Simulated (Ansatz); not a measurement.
**Relative stability**

Two isomers of AlH₂SO, doublet, relaxed at PBE0-D4/def2-TZVP (vibrations not checked).

A:

| atom | x (Å) | y (Å) | z (Å) |
| --- | --- | --- | --- |
| O1 | -0.9825 | -1.2598 | 0.2767 |
| Al2 | -0.3920 | 0.2041 | -0.3495 |
| S3 | 1.6301 | 0.7342 | 0.3371 |
| H4 | -1.8422 | -1.6240 | 0.0724 |
| H5 | 1.6365 | 1.8718 | -0.3781 |

B:

```xyz
5
angstrom
Al -0.9038 0.6613 -1.7884
O 0.0566 0.2926 -0.4723
S 2.0072 -0.4556 2.1947
H 2.0581 -1.7104 1.7090
H 0.5999 0.1775 0.3081
```

Ansatz 0.2.0; basis: def2-TZVPP; cores frozen in the correlated methods; orbitals are unrestricted. B3LYP uses VWN-RPA correlation.

**Question.** Which structure is lower at CCSD(T), and by how much? (An estimate is asked for; the value comes from the calculation.)

**Answer.** The calculation gives: A, by 186.6 kJ/mol (electronic energy, against the other). By their contacts, A is AlH₂SO ([OH][Al][SH]) and B is a complex of AlHO ([OH][Al]) + HS.

All methods give the same order:

```json
{"method": "PBE-D4", "E(B) − E(A) (kJ/mol)": "200.1"}
{"method": "r2SCAN-D4", "E(B) − E(A) (kJ/mol)": "220.3"}
{"method": "PBE0-D4", "E(B) − E(A) (kJ/mol)": "207.1"}
{"method": "B3LYP-D4", "E(B) − E(A) (kJ/mol)": "184.0"}
{"method": "wB97M-V", "E(B) − E(A) (kJ/mol)": "181.3"}
{"method": "HF", "E(B) − E(A) (kJ/mol)": "163.2"}
{"method": "MP2", "E(B) − E(A) (kJ/mol)": "211.5"}
{"method": "CCSD", "E(B) − E(A) (kJ/mol)": "179.8"}
{"method": "CCSD(T)", "E(B) − E(A) (kJ/mol)": "186.6"}
```

No T1 diagnostic of these runs exceeds 0.016. ⟨S²⟩ of the unrestricted Hartree–Fock references: 0.75 to 0.76 (a pure state has 0.75).

Labels in which every atom is bracketed show which atoms are joined, not bond orders.
